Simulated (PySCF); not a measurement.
Bond stretch in LiH, singlet.

UHF/6-31G (PySCF); RHF/6-31G (PySCF); UKS-M06-2X = unrestricted M06-2X/6-31G (PySCF); RKS-M06-2X = restricted M06-2X/6-31G (PySCF 2.14.0); UKS-TPSSh = unrestricted TPSSh/6-31G run with PySCF; RKS-TPSSh = restricted TPSSh/6-31G in PySCF 2.14.0; UKS-LDA (SVWN5) = unrestricted LDA (SVWN5)/6-31G (PySCF); RKS-LDA (SVWN5) = restricted LDA (SVWN5)/6-31G run with PySCF.

Scanned distances (Å): 1.21, 1.28, 1.34, 1.44, 1.51, 1.57, 1.60, 1.66, 1.69, 1.74, 1.85, 1.98, 2.17, 2.40, 2.66, 2.90, 3.23, 3.55, 3.91, 4.36, 4.79, 5.55, 6.33.

Problem. Where does the unrestricted solution first break spin symmetry (<S²> of 0.01 or more)?

Solution. UHF: between 2.17 and 2.40 Å; UKS-M06-2X: between 2.90 and 3.23 Å; UKS-TPSSh: between 2.66 and 2.90 Å; UKS-LDA (SVWN5): between 2.66 and 2.90 Å.

```csv
R / Å,<S²> UHF,E(RHF) − E(UHF) / kJ/mol,<S²> UKS-M06-2X,E(RKS-M06-2X) − E(UKS-M06-2X) / kJ/mol,<S²> UKS-TPSSh,E(RKS-TPSSh) − E(UKS-TPSSh) / kJ/mol,<S²> UKS-LDA (SVWN5),E(RKS-LDA (SVWN5)) − E(UKS-LDA (SVWN5)) / kJ/mol
1.21,0.00,0.0,0.00,0.0,0.00,0.0,0.00,0.0
1.28,0.00,0.0,0.00,0.0,0.00,0.0,0.00,0.0
1.34,0.00,0.0,0.00,0.0,0.00,0.0,0.00,0.0
1.44,0.00,0.0,0.00,0.0,0.00,0.0,0.00,0.0
1.51,0.00,0.0,0.00,0.0,0.00,0.0,0.00,0.0
1.57,0.00,0.0,0.00,0.0,0.00,0.0,0.00,0.0
1.60,0.00,0.0,0.00,0.0,0.00,0.0,0.00,0.0
1.66,0.00,0.0,0.00,0.0,0.00,0.0,0.00,0.0
1.69,0.00,0.0,0.00,0.0,0.00,0.0,0.00,0.0
1.74,0.00,0.0,0.00,0.0,0.00,0.0,0.00,0.0
1.85,0.00,0.0,0.00,0.0,0.00,0.0,0.00,0.0
1.98,0.00,0.0,0.00,0.0,0.00,0.0,0.00,0.0
2.17,0.00,0.0,0.00,0.0,0.00,0.0,0.00,0.0
2.40,0.40,6.9,0.00,0.0,0.00,0.0,0.00,0.0
2.66,0.67,29.5,0.00,0.0,0.00,0.0,0.00,0.0
2.90,0.81,57.2,0.00,0.0,0.33,4.5,0.05,0.1
3.23,0.90,98.8,0.53,10.6,0.57,19.1,0.35,4.7
3.55,0.95,138.8,0.74,30.2,0.69,35.4,0.54,13.2
3.91,0.98,180.8,0.90,56.3,0.78,52.7,0.68,24.4
4.36,0.99,227.3,0.99,89.7,0.84,71.4,0.79,37.9
4.79,1.00,265.4,1.00,117.5,0.88,85.9,0.85,49.1
5.55,1.00,317.6,1.00,153.7,0.91,104.2,0.92,63.7
6.33,1.00,353.3,1.00,176.7,0.93,115.0,0.97,72.5
```
